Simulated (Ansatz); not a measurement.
HAlGa, doublet in 6-31G: errors against full CI

Geometry: a PBE0/def2-TZVP stationary point for this spin, not checked as a minimum.

```yaml
atoms:
  - { symbol: Al, position_ang: [0.0000, 0.0000, 0.3496] }
  - { symbol: Ga, position_ang: [0.0000, 0.0000, -2.3209] }
  - { symbol: H, position_ang: [0.0000, 0.0000, 1.9714] }
```

Basis 6-31G (Cartesian d functions); Ansatz 0.2.0. Only valence electrons are correlated (noble-gas cores and the filled d shells of p-block atoms frozen), which leaves 7 electrons in 25 orbitals. Prefix R: restricted or restricted open-shell reference. Active spaces: pair = (3e, 3o) about the gap; valence = (7e, 9o) chosen from the atoms' valence shells. No spin–orbit coupling is included, and no scalar relativity.

Full CI is exact within this basis and frozen core; it isn't the basis-set limit.

* UHF ⟨S²⟩: 0.762
* T1 diagnostic (RCCSD): 0.0213
* largest doubles amplitude (RCCSD): 0.080

**Question.** From what is known of these methods and the diagnostics, rank them by the size of their error in total energy against full CI in 6-31G, smallest first (an estimate: the text doesn't fix the numbers).
A. NEVPT2 (pair space)
B. RHF
C. RCCSDT
D. CASSCF (valence space)
E. RCCSD

**Answer.** C (0.5 kJ/mol), E (8.3 kJ/mol), D (53.5 kJ/mol), A (70.7 kJ/mol), B (222.2 kJ/mol).

All errors are against full CI in 6-31G. Within each family the higher level lies nearer, as is usual though not guaranteed.

The full-CI state has the irrep B1 of C2v, in the program's axes (one component, if the state is degenerate).

Natural occupations of full CI about the gap: 1.959 1.942 1.882 0.978 0.069 0.050 0.048 0.025 0.020 0.007; effectively unpaired electrons, Σ n²(2−n)², 1.11.
